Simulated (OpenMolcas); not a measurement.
# One shape, several levels: CH3NS (thioformamide)

Wanted: a comparison of 6 runs (HF/3-21G, B3LYP/6-31G*, BHLYP/aug-cc-pVDZ, BLYP/aug-cc-pVDZ, SVWN5/aug-cc-pVDZ, CCSD(T)/aug-cc-pVDZ) of CH3NS (thioformamide). 

The calculation is run with OpenMolcas 26.06.

1 further run of the same task is left out (set aside as unsound or not needed).

## Step 1: The structure to begin with

The species is CH3NS (6 atoms), meant as a singlet with charge 0. SMILES: `NC=S`. Geometry: relaxed at PBE0-D4/def2-TZVP. This is one conformer, not always the lowest.

Bond lengths: N1–C2 1.334 Å, C2–S3 1.630 Å, N1–H4 1.007 Å, N1–H5 1.005 Å, C2–H6 1.092 Å. Angles: N1–C2–S3 126.0°, N1–C2–H6 112.7°, S3–C2–H6 121.3°, C2–N1–H4 119.2°, C2–N1–H5 121.6°, H4–N1–H5 119.2°.

## Step 2: Energy and forces at HF/3-21G (run 1)

File input.xyz:

```xyz
6

N     -0.636300    -0.048520    -0.353380
C      0.513110     0.141070     0.297200
S      1.569440    -1.020450     0.735440
H     -0.905950    -0.983900    -0.612500
H     -1.239950     0.718840    -0.591650
H      0.699650     1.192950     0.524900
```

File job.inp:

```
&GATEWAY
BASLIB = $CurrDir
COORD = input.xyz
BASIS = 3-21G
GROUP = NoSym
&SEWARD
&SCF
THRESHOLDS = 1e-10 1e-07 1e-07 1e-05
PRORBITALS = 1 1
&ALASKA
```

The basis set 3-21G is read from a file made from the Basis Set Exchange's data (not shown).

Started as:

```console
$ export MOLCAS_MEM=1860
$ pymolcas job.inp > job.log
```

Log:

```text
--- Start Module: gateway ---
[...]
--- Stop Module: gateway /rc=_RC_ALL_IS_WELL_ ---
[...]
      Basis functions           37
[...]
--- Start Module: scf ---
[...]
       Convergence after  14 Iterations
[...]
::    Total SCF energy                               -489.0977578945
[...]
      Total spin, S                                     0.0000000000
[...]
      Total electronic charge=   32.000000
      Total            charge=   -0.000000
[...]
      Dipole Moment (debye):
      Origin of the operator (angstrom)=    0.7536   -0.5029    0.3516
                   X= -4.0549E+00               Y=  2.6997E+00               Z= -1.8929E+00           Total=  5.2262E+00
      Quadrupole Moment (debye*angstrom):
[...]
--- Stop Module: scf /rc=_RC_ALL_IS_WELL_ ---
--- Start Module: alaska ---
[...]
 *              Molecular gradients               *
 **************************************************
  Irreducible representation: a
 ------------------------------------------------------------------------------------------
                              X                       Y                       Z
 ------------------------------------------------------------------------------------------
  N1               -2.56601663453448E-03   -3.45914918012058E-04   -1.43249770855025E-03
  C2                3.37740453313997E-02   -3.99318507637707E-02    1.36678367679793E-02
  S3               -2.86631232335939E-02    3.00157385801452E-02   -1.20712228029660E-02
  H4               -3.68198684534304E-04   -7.05650971444838E-03   -1.04366958806823E-03
  H5               -3.32128560523248E-03    6.11972420660045E-03   -1.09060312714027E-03
  H6                1.14457882650876E-03    1.11988126094746E-02    1.97015645875209E-03
 ------------------------------------------------------------------------------------------
--- Stop Module: alaska /rc=_RC_ALL_IS_WELL_ ---
[...]
```

Wall time 2.2 s (1 thread of Arm Neoverse V1, shared host); peak memory 0.37 GiB.

## Step 3: Energy and forces at B3LYP/6-31G(d) (Cartesian functions) (run 2)

File test.input:

```
&gateway
  baslib = $CurrDir
  coord
  6
  angstrom
  N       -0.636300      -0.048520      -0.353380
  C        0.513110       0.141070       0.297200
  S        1.569440      -1.020450       0.735440
  H       -0.905950      -0.983900      -0.612500
  H       -1.239950       0.718840      -0.591650
  H        0.699650       1.192950       0.524900
  basis = 6-31Gs
  group = NoSym

&seward
  gridinput
  Grid=UltraFine
  End of Grid

&scf
  ksdft = B3LYP
  thresholds = 1e-10 1e-07 1e-07 1e-05
  prorbitals = 0

&alaska
```

The basis set 6-31G* is read from a file made from the Basis Set Exchange's data (not shown).

Started as:

```console
$ export MOLCAS_MEM=1860
$ pymolcas test.input > test.log
```

Log:

```text
--- Start Module: gateway ---
[...]
--- Stop Module: gateway /rc=_RC_ALL_IS_WELL_ ---
[...]
      Basis functions           55
[...]
--- Start Module: scf ---
[...]
       Convergence after  15 Iterations
[...]
::    Total KS-DFT energy                            -492.8469322668
[...]
      Total spin, S                                     0.0000000000
[...]
      Total electronic charge=   32.000000
      Total            charge=   -0.000000
[...]
      Dipole Moment (debye):
      Origin of the operator (angstrom)=    0.7536   -0.5029    0.3516
                   X= -3.7141E+00               Y=  2.1449E+00               Z= -1.7730E+00           Total=  4.6410E+00
      Quadrupole Moment (debye*angstrom):
[...]
--- Stop Module: scf /rc=_RC_ALL_IS_WELL_ ---
[...]
--- Start Module: alaska ---
[...]
 *              Molecular gradients               *
 **************************************************
  Irreducible representation: a
 ------------------------------------------------------------------------------------------
                              X                       Y                       Z
 ------------------------------------------------------------------------------------------
  N1                4.06594203454169E-03   -2.68815476809237E-04    2.18916323074048E-03
  C2               -1.55577906865823E-04   -9.84311715998665E-03   -1.26590089848878E-03
  S3               -1.05178147756160E-02    1.11756949345097E-02   -4.41077353209085E-03
  H4                2.12945575864731E-03    3.99510760167798E-03    1.64379309356577E-03
  H5                3.94143768954036E-03   -3.29480891424971E-03    1.75742245110944E-03
  H6                5.36557199784182E-04   -1.76406098511706E-03    8.62956551463956E-05
 ------------------------------------------------------------------------------------------
--- Stop Module: alaska /rc=_RC_ALL_IS_WELL_ ---
[...]
```

Wall time 16 s (1 thread of Arm Neoverse V1, shared host); peak memory 0.39 GiB.

Runs 3 to 5 aren't shown in full; the table further down has their settings and results.

## Step 4: A single-point energy at CCSD(T)/aug-cc-pVDZ (Cholesky decomposition) (run 6)

File test.input:

```
>>> EXPORT MOLCAS_PRINT=2

&gateway
  baslib=$CurrDir
  coord
  6
  angstrom
  N       -0.636300      -0.048520      -0.353380
  C        0.513110       0.141070       0.297200
  S        1.569440      -1.020450       0.735440
  H       -0.905950      -0.983900      -0.612500
  H       -1.239950       0.718840      -0.591650
  H        0.699650       1.192950       0.524900
  basis=aug-cc-pVDZ
  group=NoSym

&seward
  high

&scf
  thresholds=1e-10 1e-07 1e-07 1e-05
  prorbitals=1 2

&chcc
  frozen=7
  threshold=1e-08
  maxiterations=80

&cht3
  frozen=7
```

The basis set aug-cc-pVDZ is read from a file made from the Basis Set Exchange's data (not shown).

Started as:

```console
$ export MOLCAS_MEM=1860
$ pymolcas test.input > test.log
```

Log:

```text
--- Start Module: gateway ---
[...]
--- Stop Module: gateway /rc=_RC_ALL_IS_WELL_ ---
[...]
      Basis functions          100
[...]
       Convergence after  14 Iterations
[...]
::    Total SCF energy                               -491.6078767658
[...]
      Total spin, S                                     0.0000000000
[...]
      Total electronic charge=   32.000000
      Total            charge=   -0.000000
[...]
      Dipole Moment (debye):
      Origin of the operator (angstrom)=    0.7536   -0.5029    0.3516
                   X= -3.7892E+00               Y=  2.4517E+00               Z= -1.7773E+00           Total=  4.8505E+00
      Quadrupole Moment (debye*angstrom):
[...]
--- Start Module: chcc ---
[...]
--- Stop Module: chcc /rc=_RC_ALL_IS_WELL_ ---
[...]
--- Start Module: cht3 ---
[...]
--- Stop Module: cht3 /rc=_RC_ALL_IS_WELL_ ---
[...]
```

It took 3.4 min on 1 thread of Arm Neoverse V1, shared host; peak memory 0.14 GiB.

## Step 5: All runs side by side

| run | level | Cartesian functions | integration grid | energy (Eh) | dipole moment (D) of the reference | HOMO energy (eV) | LUMO energy (eV) | wall time |
| --- | --- | --- | --- | --- | --- | --- | --- | --- |
| 1 | HF/3-21G | no | – | -489.097758 | 5.23 | -8.93 | 3.17 | 2.2 s |
| 2 | B3LYP/6-31G* (Cartesian functions) | yes | UltraFine | -492.846932 | 4.64 | -5.79 | -0.85 | 16 s |
| 3 | BHLYP/aug-cc-pVDZ | no | UltraFine | -492.807399 | 4.53 | -7.36 | -0.18 | 42 s |
| 4 | BLYP/aug-cc-pVDZ | no | UltraFine | -492.834105 | 4.25 | -4.99 | -1.90 | 48 s |
| 5 | SVWN5/aug-cc-pVDZ | no | UltraFine | -490.688729 | 4.30 | -5.24 | -2.20 | 34 s |
| 6 | CCSD(T)/aug-cc-pVDZ (Cholesky decomposition) | no | – | -492.110346 | 4.85 | -9.03 | 0.63 | 3.4 min |

## Step 6: Outcome

| quantity | value |
| --- | --- |
| run 6: total energy | -492.11035 Eh |
| run 6: dipole moment (mean-field density) | 4.85 D |
| run 6: HOMO energy (Hartree–Fock orbitals) | -9.03 eV |
| run 6: LUMO energy (Hartree–Fock orbitals) | 0.63 eV |
| run 6: HOMO–LUMO gap (Hartree–Fock orbitals) | 9.66 eV |
| run 6: correlation energy (7 core orbitals frozen) | -502.5 mEh |
| run 6: (T) correction | -19.92 mEh |

What this shows: Over runs 1, 2, 3, 4, 5 the dipole moment (its size) runs from 4.25 D (BLYP/aug-cc-pVDZ) to 5.23 D (HF/3-21G). The two ends differ in method and basis. Over runs 1, 2, 3, 4, 5 the HOMO–LUMO gap runs from 3.04 eV (SVWN5/aug-cc-pVDZ) to 12.10 eV (HF/3-21G). Totals of different functionals can't be ranked against each other. All runs together took 5.7 min, the longest 3.4 min.
